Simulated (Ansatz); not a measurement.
Antifluorite Mg₂Sn, treated with B3LYP (VWN-RPA form) (Ansatz, a quantum-chemistry and plane-wave program, plane waves, PAW).

Run with plane-wave cutoff 460 eV, 6×6×6 k mesh, Fermi–Dirac smearing 0.01 eV, scalar-relativistic PAW data made under PBE.

Cell (measured lattice):

```cif
data_Mg2Sn
_chemical_formula_sum 'Mg2 Sn1'
_space_group_name_H-M_alt 'P 1'
_space_group_IT_number 1
_cell_length_a 4.78462
_cell_length_b 4.78462
_cell_length_c 4.78462
_cell_angle_alpha 60.000
_cell_angle_beta 60.000
_cell_angle_gamma 60.000
loop_
_space_group_symop_operation_xyz
  'x, y, z'
loop_
_atom_site_label
_atom_site_type_symbol
_atom_site_fract_x
_atom_site_fract_y
_atom_site_fract_z
_atom_site_occupancy
Mg1 Mg 0.25000 0.25000 0.25000 1
Mg2 Mg 0.75000 0.75000 0.75000 1
Sn1 Sn 0.00000 0.00000 0.00000 1
```

Question: Predict the band gap, smallest direct gap on the k points sampled and Γ–Γ gap.

Answer: 
- band gap = 0.59 eV (on the SCF k mesh)
- smallest direct gap on the k points sampled = 2.39 eV
- Γ–Γ gap = 2.43 eV

Measured, for comparison: band gap 0.36 eV (temperature not stated, no zero-point or thermal correction, indirect, Γ–X; as tabulated in Ryu et al. (2019), arXiv:1905.06140).

Note: cell and atoms aren't relaxed at this level (pressure 0.8 GPa).

Spin–orbit coupling is not included.

Static lattice: no zero-point or thermal effects.
